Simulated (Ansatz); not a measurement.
**C2H2ClFO: up Jacob's ladder to CCSD(T)**

One table from this session's results is given with a row withheld; the runs are named, their logs left out.

Computed with Ansatz 0.2.0, Gaussian basis. Level: functionals in def2-TZVPP, the program's frozen cores in correlated methods.

Levels to be run: LDA (SPW92), PBE-D4, revPBE-D4, BLYP-D4, r2SCAN-D4, B97M-V, PBE0-D4, B3LYP-D4, r2SCANh-D4, r2SCAN0-D4, HSE06-D4, BHLYP-D4, CAM-B3LYP-D4, LC-ωPBE, ωB97X-V, ωB97M-V, B2PLYP, PBE-QIDH; CCSD(T)/def2-SVP; CCSD(T)/def2-TZVPP; MP2/def2-QZVPP; extrapolation to the limit; RPA on PBE.

### The relaxed structure

The geometry comes from an earlier relaxation with PBE0-D4 in a triple-zeta def2 set; it is a stationary point, not always the lowest conformer.

SMILES `O/C=C(/F)Cl`, 7 atoms, charge 0, spin multiplicity 1.

Atoms are counted from 1 here; the program's logs count them from 0.

Bond lengths: O1–C2 1.346 Å, O1–H6 0.965 Å, C2–C3 1.326 Å, C2–H7 1.082 Å, C3–F4 1.328 Å, C3–Cl5 1.711 Å. Angles: C2–O1–H6 109.0°, O1–C2–C3 125.8°, O1–C2–H7 114.3°, C3–C2–H7 119.9°, C2–C3–F4 122.4°, C2–C3–Cl5 123.4°, F4–C3–Cl5 114.2°.

The first run:

File in.yaml:

```yaml
crystal:
  periodic: [false, false, false]
  atoms:
    - {symbol: O, position_ang: [0.355285, 1.364768, 0.654665]}
    - {symbol: C, position_ang: [0.556175, 0.064018, 0.375234]}
    - {symbol: C, position_ang: [-0.226598, -0.696901, -0.376985]}
    - {symbol: F, position_ang: [0.036503, -1.977508, -0.610694]}
    - {symbol: Cl, position_ang: [-1.652680, -0.126047, -1.130781]}
    - {symbol: H, position_ang: [-0.454289, 1.659014, 0.218667]}
    - {symbol: H, position_ang: [1.446804, -0.355344, 0.824295]}
basis:
  gaussian: {orbitals: def2-TZVPP}
hamiltonian: {xc: lda}
output: {orbitals: {seedname: orbitals}}
```

Run with:

```sh
$ ansatz run in.yaml --threads 2 --pin off --events-out ev --progress --plain --max-ram 4352MiB
```

Among the steps run: LDA; PBE-D4 (GGA); revPBE-D4 (GGA); BLYP-D4 (GGA); r2SCAN-D4 (meta-GGA); B97M-V (meta-GGA); B3LYP-D4 (hybrid); r2SCANh-D4 (hybrid); r2SCAN0-D4 (hybrid); HSE06-D4 (hybrid); BHLYP-D4 (hybrid); CAM-B3LYP-D4 (range-separated); LC-ωPBE (range-separated); ωB97X-V (range-separated); ωB97M-V (range-separated); B2PLYP (double hybrid); PBE-QIDH (double hybrid).

One table of the session follows, with a row left open; its other results are not shown here.

```
  functional  HOMO (eV)  LUMO (eV)  gap (eV)
 LDA (SPW92)      -5.68      -0.74      4.94
      PBE-D4      -5.47      -0.47      5.00
   revPBE-D4      -5.40      -0.37      5.02
     BLYP-D4      -5.36      -0.38      4.98
   r2SCAN-D4      -5.71      -0.27      5.44
      B97M-V          ?          ?         ?
     PBE0-D4      -6.77       0.51      7.28
    B3LYP-D4      -6.57       0.24      6.81
  r2SCANh-D4      -6.20       0.09      6.29
  r2SCAN0-D4      -6.93       0.63      7.56
    HSE06-D4      -6.37       0.12      6.49
    BHLYP-D4      -7.97       1.60      9.56
CAM-B3LYP-D4      -8.15       1.63      9.78
     LC-ωPBE      -9.47       2.82     12.29
     ωB97X-V      -9.09       2.79     11.88
     ωB97M-V      -8.99       2.69     11.68
```

Estimate the missing values for B97M-V.

The run gave: HOMO (eV): -5.77; LUMO (eV): -0.16; gap (eV): 5.61. In the column «HOMO (eV)» it lies between r2SCANh-D4 (-6.20) and r2SCAN-D4 (-5.71).
